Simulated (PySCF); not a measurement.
2-methyl-1H-pyrrole, C5H7N.
Cartesian coordinates in Å at the GFN2-xTB level; atoms count from 1:
```xyz
13
C5H7N angstrom
C      1.6375   -0.4865    0.8815
C      0.3950   -0.1400    0.1383
C      0.0347   -0.3613   -1.1649
C     -1.2569    0.1757   -1.3478
C     -1.6450    0.7077   -0.1514
N     -0.6384    0.5119    0.7431
H      2.1236    0.4108    1.2674
H      2.3307   -0.9981    0.2200
H      1.4167   -1.1406    1.7262
H      0.6279   -0.8539   -1.9103
H     -1.8264    0.1689   -2.2561
H     -2.5524    1.2047    0.1295
H     -0.6514    0.8014    1.7066
```

The closed-shell SCF was solved with PySCF and density fitting under several settings on one GFN2-xTB geometry (grid level 2 and gas phase unless stated).

```csv
settings,basis functions,SCF cycles,E (Eh),HOMO (eV),LUMO (eV),dipole (D)
PBE0/pcSseg-1,137,13,-249.1630,-5.81,1.23,2.08
PBE0/def2-SVPD,176,13,-249.0304,-5.83,0.69,2.00
```

Problem. Estimate the row for these settings: BLYP/def2-SVPD, grid level 3, damping 0.1 at the start, DIIS from the seventh cycle.

Solution. 
```
                                                                           settings  basis functions  SCF cycles     E (Eh)  HOMO (eV)  LUMO (eV)  dipole (D)
BLYP/def2-SVPD, grid level 3, damping 0.1 at the start, DIIS from the seventh cycle              176          22  -249.2048      -4.67      -0.04        1.94
```

Problem. Over all rows, what range does the HOMO–LUMO gap span?

Solution. From 4.63 eV (BLYP/def2-SVPD, grid level 3, damping 0.1 at the start, DIIS from the seventh cycle) to 7.04 eV (PBE0/pcSseg-1). The functional of the narrowest has no exact exchange, that of the widest 25 % exact exchange.

Problem. And the dipole moment?

Solution. From 1.94 D (BLYP/def2-SVPD, grid level 3, damping 0.1 at the start, DIIS from the seventh cycle) to 2.08 D (PBE0/pcSseg-1); the largest is 1.07 times the smallest, and the median is 2.00 D.

Problem. Compare two rows with the functional PBE0: PBE0/pcSseg-1 and PBE0/def2-SVPD. Which energy is lower, and by how much?

Solution. PBE0/pcSseg-1 (137 functions) lies 0.1326 Eh or 83 kcal/mol below PBE0/def2-SVPD (176 functions). The smaller set gives the lower energy; the two sets aren't nested, so the variational bound doesn't order them by size.

Whole jobs, the steps after the SCF included, on one thread of an Intel Xeon Platinum 8488C (shared host):

```tsv
settings	work after the SCF	wall time	peak memory
PBE0/pcSseg-1	shieldings, ring-centre shieldings, charges and field gradients	12 s	0.65 GiB
PBE0/def2-SVPD	6 singlets by full TDDFT, 2 Tamm–Dancoff triplets, polarisability	15 s	0.73 GiB
BLYP/def2-SVPD, grid level 3, damping 0.1 at the start, DIIS from the seventh cycle	12 singlets by TDA, polarisability	40 s	0.51 GiB
```

Cycle counts include a coarse-grid stage where the run had one.
